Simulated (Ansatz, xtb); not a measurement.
# C2HF2: where a starting geometry ends

The starting geometry of this gas-phase doublet has its atoms placed at random.

```xyz
5

C    -0.7272   -1.0820    1.3644
C    -1.3604   -0.8936   -1.0489
F    -0.1833   -0.4822   -0.6504
F    -1.2318    0.5329    0.1594
H    -1.4097    0.0908    0.8024
```

Problem. One run relaxed it with r2SCAN-D4/def2-SVP. What is a likely outcome?

Solution. It falls apart into C2F + FH. Distances that change by over a tenth: F4–H5 (0.80 → 0.94 Å). Contacts that close: C1–C2 (2.50 → 1.28 Å).

The energy falls by 9.94 eV over 17 steps:

```csv
step,E − E(last) (eV)
1,9.940
3,4.983
5,3.396
6,2.402
8,0.551
10,0.094
12,0.031
13,0.013
15,0.001
17,0.000
```

Final geometry (Å):

| atom | x (Å) | y (Å) | z (Å) |
| --- | --- | --- | --- |
| C | -1.0491 | -1.4134 | 0.8759 |
| C | -0.5160 | -1.2642 | -0.2766 |
| F | -0.1028 | -0.7981 | -1.3724 |
| F | -1.5593 | 1.1600 | 0.3832 |
| H | -1.6852 | 0.4817 | 1.0168 |

From the same start GFN2-xTB ends elsewhere, at `F/[C]=C\F`.

From so rough a start the end depends on the optimiser's path, so another program may land elsewhere. No frequencies were run, so the end isn't proven a minimum. Open shells are spin-unrestricted. Run with Ansatz 0.2.0, 6.2 min on 1 thread of AMD EPYC (Zen 3), on a shared host.
